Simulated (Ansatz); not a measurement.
α-phase Ga, treated with r²SCAN0 (PAW; Ansatz, a quantum-chemistry and plane-wave program).

Input file:

Ansatz 0.2 input:
```yaml
crystal:
  lattice:
    - [2.1931713921, -3.7974088342, 0.0]
    - [2.1931713921, 3.7974088342, 0.0]
    - [0.0, 0.0, 4.5475074344]
  atoms:
    - { symbol: Ga, position: [0.1551271102, 0.8448728898, 0.9168784884] }
    - { symbol: Ga, position: [0.3448728898, 0.6551271102, 0.4168784884] }
    - { symbol: Ga, position: [0.6551271102, 0.3448728898, 0.5831215116] }
    - { symbol: Ga, position: [0.8448728898, 0.1551271102, 0.0831215116] }
basis:
  ecutwfc: 520
  ecutrho_ratio: 4
  xc_grid: 3
kpoints:
  mp_grid: { grid: [8, 8, 6] }
hamiltonian:
  xc: r2scan0
  dispersion: none
  pseudopotentials: { kind: paw }
scf:
  occupations: { method: fermi_dirac, width: 0.05 }
  convergence: { dr2_threshold: 0.0000000004 }
output:
  forces: true
  stress: true
  eigenvalues: true
```

Excerpt of the program's output:

```
WARN output.stress: scf.exx.energy_threshold = 1e-6 eV is looser than the 4e-8 eV advised for a stress under a hybrid functional (1e-8 eV for each atom of the …
Crystal: 4 atoms, lattice volume = 75.747 Å³
Basis set: ecut = 520 eV, 2051 PW (Γ), exchange–correlation on 108×108×108 points (27 copies of the dense FFT grid, shifted against one another)
Bands: 32, of which v1, the nominal top of the filled ones, is band 26 counted from 1 (25 counted from 0)
Symmetry: 8 space group operations
Space group: Cmce (ITA 64), of the structure as read, at distance tolerance 4.2e-5 Å
k-points: 84 of 384
Functional: x = r2scan, c = r2scan; τ floored in thin density (d = 2e-4 eV/Å³), warm-up for x = 0.75 r2scan + 0.25 exact, c = r2scan; τ floored in thin density (d = 2e-4 eV/Å³)
SCF iter   1: F=—  HF=-15161.043956 eV  |F-HF|=—  |Δ(HF+E_count)|=         —  Δρ=1.17e-2  dr2=4.36e-2  dr2_τ=5.31e-3
SCF iter   2: F=—  HF=-15161.068669 eV  |F-HF|=—  |Δ(HF+E_count)|=   2.47e-2  Δρ=3.55e-3  dr2=5.78e-3  dr2_τ=1.16e-4
  ...
SCF 1 converged in 12 iterations: F = -15161.067830 eV  dr2 = 3.83e-10
Crystal: 4 atoms, lattice volume = 75.747 Å³
Initial density: handed on by an earlier stage of this run
Functional: x = 0.75 r2scan + 0.25 exact, c = r2scan; τ floored in thin density (d = 2e-4 eV/Å³)
SCF 2 converged in 9 iterations: F = -15156.338017 eV  dr2 = 2.79e-10
Crystal: 4 atoms, lattice volume = 75.747 Å³
Crystal: 4 atoms, lattice volume = 75.747 Å³
SCF 4 converged in 11 iterations: F = -15156.358906 eV  dr2 = 6.97e-11
Crystal: 4 atoms, lattice volume = 75.747 Å³
SCF iter   1: F=—  HF=-15156.358906 eV  |F-HF|=—  |Δ(HF+E_count)|=         —  Δρ=9.98e-7  dr2=5.32e-10  dr2_τ=1.69e-12
SCF iter   2: F=-15156.358906 eV  HF=-15156.358906 eV  |F-HF|=3.82e-11  |Δ(HF+E_count)|=  8.49e-10  Δρ=6.40e-7  dr2=1.80e-10  dr2_τ=3.82e-13
SCF 5 converged in 2 iterations: F = -15156.358906 eV  dr2 = 1.80e-10
Free energy (F): -15156.358906 eV
Internal energy: -15156.357491 eV  (E = F + TS)
E sigma→0 (E₀):  -15156.358199 eV
Fermi energy:    9.352317 eV
--- Forces (eV/Å), atoms counted from 1 ---
  atom   1  Ga     0.00000000    -0.00273310     0.00222040
  atom   2  Ga    -0.00000000     0.00273310     0.00222040
  atom   3  Ga     0.00000000    -0.00273310    -0.00222040
  atom   4  Ga    -0.00000000     0.00273310    -0.00222040
--- Stress (GPa, compression-positive) ---
       -0.008553      -0.000000       0.000000
       -0.000000       0.000684       0.000000
        0.000000       0.000000       0.010404
  P = ⅓ Tr σ = 0.0008 GPa (0.008 kbar)
```

The PAW data were made under PBE.

Note: the run warned that the count of filled bands differs between k points.

Cost on a shared machine: very roughly 10 core-minutes.
